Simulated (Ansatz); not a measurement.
**What a trial cell of Al2Cl3 relaxes into**

Level of theory: Ansatz, DFT PBE, scalar-relativistic, plane waves, PAW. Cutoff 420 eV, Γ-centred k mesh, Gaussian smearing, no spin polarisation in the final step.

Al2Cl3 was placed on the sites of a reported Ga3Ni2 cell (P-3m1, No. 164), with Al in place of Ni, Cl in place of Ga, at a guessed volume.

```yaml
crystal:
  lattice:
    - [4.62545, 0.00000, 0.00000]
    - [-2.31273, 4.00576, 0.00000]
    - [0.00000, 0.00000, 5.58481]
  atoms:
    - { symbol: Al, position: [0.33333, 0.66667, 0.13800] }
    - { symbol: Al, position: [0.66667, 0.33333, 0.86200] }
    - { symbol: Cl, position: [0.00000, 0.00000, 0.00000] }
    - { symbol: Cl, position: [0.33333, 0.66667, 0.62500] }
    - { symbol: Cl, position: [0.66667, 0.33333, 0.37500] }
```

Steps on the 6×6×4 mesh (5 atoms). 8 of 8 steps are shown, and the free energy counts from the last. Trial steps that were taken back and renewals of the plane-wave basis can be among the rows.

```
step  ΔF (meV/atom) V (Å³/atom) P (GPa) largest force component (eV/Å)
   1          117.0        20.70     2.65                           0.907
   2           34.0        21.64     1.32                           0.505
   3           11.2        22.54     0.26                           0.239
   4            4.0        22.94     0.20                           0.125
   5            2.6        23.64    -0.65                           0.085
   6            0.8        23.21    -0.06                           0.045
   7            0.3        23.21    -0.13                           0.014
   8            0.0        23.21    -0.11                           0.014
```

A final relaxation ran on a 12×12×6 mesh. The relaxed crystal, P-3m1 (No. 164):

Space group P-3m1 (No. 164). a = 4.657 Å, b = 4.657 Å, c = 6.167 Å, α = 90.00°, β = 90.00°, γ = 120.00°
```json
{"atom": "Al", "site": "2d", "symmetry": "3m.", "x": "0.3333", "y": "0.6667", "z": "0.2211"}
{"atom": "Cl", "site": "1a", "symmetry": "-3m.", "x": "0.0000", "y": "0.0000", "z": "0.0000"}
{"atom": "Cl", "site": "2d", "symmetry": "3m.", "x": "0.3333", "y": "0.6667", "z": "0.6491"}
```

| Property | Result |
| --- | --- |
| Volume per atom | 23.16 Å³ |
| Density | 2.30 g/cm³ |
| Energy over the elements | -0.51 eV/atom |
| Gap on the 12×12×6 mesh | 0 eV (a metal) |

The zero of energy is the elements' standard structures at the same level (Cl₂ as a molecule); no fitted shifts are applied.

The final run used a 12×12×6 mesh on its 5-atom cell and 0.10 eV smearing. For metals, differences of a few meV/atom aren't resolved.

Symmetry constrained the relaxation, so the result can be a saddle point.

Cost: 3 runs of about 1.2 core-minutes in all, on Intel Xeon 6975P-C (Granite Rapids) (shared hosts).